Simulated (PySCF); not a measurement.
sulfur dioxide (O2S), SMILES O=S=O. Heavy atoms are numbered as in [O:1]=[S:2]=[O:3].

The structure is a stationary point at ωB97X-D3(BJ)/def2-TZVP.

Calculation: PBE/pcSseg-2 in PySCF.

GIAO shieldings, no solvent; atoms alike by connectivity are averaged. δ = σ(ref) − σ: ¹⁷O against H2O (σ = 327.5 ppm); ³³S against H2S (σ = 705.0 ppm), references at their B3LYP-D3(BJ)/def2-TZVP geometries, non-relativistic.

Computed chemical shifts:
| nucleus | atoms | count | δ (ppm) |
|---|---|---|---|
| ¹⁷O | O1 | 2 | 616.8 |
| ³³S | S2 | 1 | 942.5 |
